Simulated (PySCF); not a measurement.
The vertical singlet excitations below were computed for one of the candidates. Theory: TDDFT CAM-B3LYP/def2-SVPD, vertical, gas phase, core orbitals frozen in the response in PySCF 2.14.0, density-fitted response routines. Geometries: PBE0-D3(BJ)/def2-SVP, one conformer each.

| state | λ (nm) | f |
| --- | --- | --- |
| S1 | 206.5 | 0.023 |
| S2 | 189.5 | 0.137 |
| S3 | 175.7 | 0.028 |
| S4 | 174.4 | 0.019 |
| S5 | 170.4 | 0.013 |
| S6 | 162.2 | 0.026 |
| S7 | 157.0 | 0.014 |
| S8 | 153.2 | 0.043 |
| S9 | 149.7 | 0.011 |
| S10 | 144.2 | 0.0072 |

Orbital energies (eV): HOMO-3 -10.97, HOMO-2 -10.61, HOMO-1 -10.27, HOMO -7.63, LUMO 1.29, LUMO+1 1.89, LUMO+2 2.13.

Question: Which candidate is it? All have the formula C5H8O.
A. `C/C=C/C(C)=O`
B. `C1=COCCC1`
C. `C=C(C=O)CC`

Answer: B. Its S1, at 6.00 eV, is the highest among the candidates; the nearest of the others has S1 at 3.97 eV. S1 is HOMO→LUMO (87%). Löwdin shares by element: HOMO carbon 63% or more, oxygen 24%; LUMO carbon 43% or more (atoms not listed hold the other 57%). At the same level the other candidates give, for their lowest levels:
- `C/C=C/C(C)=O`: 313 nm (f 0.000); 203 nm (f 0.479); 170 nm (f 0.021); 170 nm (f 0.002); 165 nm (f 0.005); T1 3.44 eV; HOMO -8.75, LUMO -0.37 eV
- `C=C(C=O)CC`: 320 nm (f 0.000); 205 nm (f 0.319); 176 nm (f 0.000); 171 nm (f 0.000); 165 nm (f 0.029); T1 3.34 eV; HOMO -9.05, LUMO -0.67 eV
Triplets come from the Tamm–Dancoff approximation.
